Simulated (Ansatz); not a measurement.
```yaml
crystal:
  periodic: [false, false, false]
  atoms:
    - {symbol: Si, position_ang: [0.000000, 0.000000, 0.000000]}
    - {symbol: O, position_ang: [0.000000, 0.000000, 1.491046]}
    - {symbol: O, position_ang: [0.000000, 0.000000, -1.491046]}
basis:
  gaussian: {orbitals: def2-TZVP}
hamiltonian: {xc: pbe0}
relax: {f_tol: 0.004, max_steps: 80}
```

```sh
$ ansatz run in.yaml --threads 1 --pin off --events-out ev --progress --plain --max-ram 2176MiB
```

Steps of the relaxation (energy above the last step; positions in Å, forces in eV/Å):

```
3
step 1, 14.0 meV
Si    0.000    0.000    0.000    0.000    0.000    0.000
O     0.000    0.000    1.491    0.000    0.000    0.948
O     0.000    0.000   -1.491    0.000    0.000   -0.948
```

```
3
step 2, 3.1 meV
Si    0.000    0.000    0.000    0.000    0.000    0.000
O     0.000    0.000    1.499    0.000    0.000    0.441
O     0.000    0.000   -1.499    0.000    0.000   -0.441
```

```
3
step 3, 0.0 meV
Si    0.000    0.000    0.000    0.000    0.000    0.000
O     0.000    0.000    1.506    0.000    0.000    0.013
O     0.000    0.000   -1.506    0.000    0.000   -0.013
```

```
3
step 4, 0.0 meV
Si    0.000    0.000    0.000    0.000    0.000    0.000
O     0.000    0.000    1.506    0.000    0.000    0.000
O     0.000    0.000   -1.506    0.000    0.000    0.000
```

Close pairs at the end: Si1–O2 1.506 Å, Si1–O3 1.506 Å.

A stationary point of restricted PBE0 after 4 steps (its stability towards spin polarisation wasn't tested); no frequencies were run, so it isn't proven a minimum. 7.5 s on 1 thread of Arm Neoverse V1, shared host.
